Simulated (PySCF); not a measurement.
## NaH⁻: from constants to spectrum

UHF-CCSD(T) constants of NaH⁻, ²Σ⁺ (doublet), unpaired electrons σ ↑ (Na aug-pcseg-1, H aug-pcseg-1; no relativity (PySCF 2.14); masses 22.9898 and 1.0078 u):

```
ωe              : 840.8 cm⁻¹
ωexe            : 19.6 cm⁻¹
Be              : 4.074 cm⁻¹
αe              : 0.167 cm⁻¹
D (centrifugal) : 0.000383 cm⁻¹
De to Na + H⁻   : 1.47 eV
```

Give the vibrational terms G(v) and spacings up to v = 5.

G(v) = ωe(v+½) − ωexe(v+½)².

| v | G(v) (cm⁻¹) | G(v) − G(v−1) | Bv (cm⁻¹) |
| --- | --- | --- | --- |
| 0 | 416 |  | 3.990 |
| 1 | 1217 | 802 | 3.823 |
| 2 | 1980 | 762 | 3.656 |
| 3 | 2703 | 723 | 3.489 |
| 4 | 3387 | 684 | 3.322 |
| 5 | 4031 | 645 | 3.155 |

How well does the Morse estimate ωe²/(4ωexe) reproduce De, and what is D0?

It gives 1.12 eV, 76 % of the computed De. D0 = De − G(0) = 1.47 − 0.05 = 1.42 eV.

Correlated steps freeze 1 core orbital. Correlated levels converge slowly with the basis: in double zeta they bind strong bonds too weakly, by up to about 1 eV, and carry superposition errors of some tenths. For an ion De counts to the pair picked by the measured ionisation energies or electron affinities, which need not be the lowest pair at this level. The state was picked by a PBE0 search and need not be the measured ground state.
